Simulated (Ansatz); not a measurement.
CH$_{4}$FNOS (`NC(O)(F)S`). Charge 0, multiplicity 1.

```xyz
9

N     0.584   -0.684    0.901
C    -0.152    0.169    0.036
O    -1.199   -0.495   -0.536
F    -0.629    1.190    0.827
S     0.874    0.890   -1.291
H     1.034   -1.424    0.379
H     1.272   -0.168    1.433
H    -1.642   -0.972    0.179
H    -0.141    1.494   -1.929
```

(1) List the harmonic frequencies (cm⁻¹, unscaled) at PBE0-D4/def2-TZVP in Ansatz. (Estimate.)

(2) Is this a minimum?

(3) Give the ideal-gas thermochemistry at 298.15 K and 1 bar (rigid rotor, harmonic oscillator; point group C1, symmetry number 1).

Answers

(1) The calculation gave: 190, 291, 298, 334, 422, 439, 517, 560, 711, 832, 872, 949, 1042, 1248, 1313, 1358, 1640, 2713, 3552, 3645, 3782.

(2) Yes, all 21 modes are real.

(3) Zero-point energy 159.7 kJ/mol; H(298) − E = 177.8 kJ/mol; entropy 317.9 J/(mol·K), of which translation 165.9, rotation 109.5, vibration 42.4; G(298) − E = 83.1 kJ/mol.
